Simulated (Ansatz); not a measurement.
System: CH$_{3}$S, net charge -1, singlet state. It need not be the lowest isomer of its formula. Whether it binds its extra electron was not tested at this geometry. 
Structure (B3LYP-D3(BJ)/def2-TZVP (Ansatz, a first-principles code) minimum search):
```xyz
5

C     -0.0241     1.1232     0.0188
S      0.0153    -0.7098    -0.0119
H     -1.0502     1.5179     0.0084
H      0.4607     1.5353     0.9153
H      0.4902     1.5653    -0.8465
```
Charge -1, spin multiplicity 1.

Basis-set convergence of Hartree-Fock and CCSD correlation energies (hartree) with Ansatz. Cores are frozen in the correlated levels unless marked. No spin-orbit coupling. Non-relativistic.

```json
[
 {"basis": "def2-SVPD", "functions": "71", "E(HF)": "-436.99673", "E(corr, CCSD)": "-0.33581"},
 {"basis": "def2-TZVPPD", "functions": "139", "E(HF)": "-437.16989", "E(corr, CCSD)": "-0.40018"},
 {"basis": "def2-QZVPPD", "functions": "241", "E(HF)": "-437.18244", "E(corr, CCSD)": "-0.42252"}
]
```

Extrapolating the two largest sets (X = 3 and 4) as X^-3: E(corr) = (64·(-0.42252) - 27·(-0.40018))/37 = -0.4388 Eh, an estimate of the basis-set limit. The largest set recovers 96.3 % of it, the smallest 76.5 %.
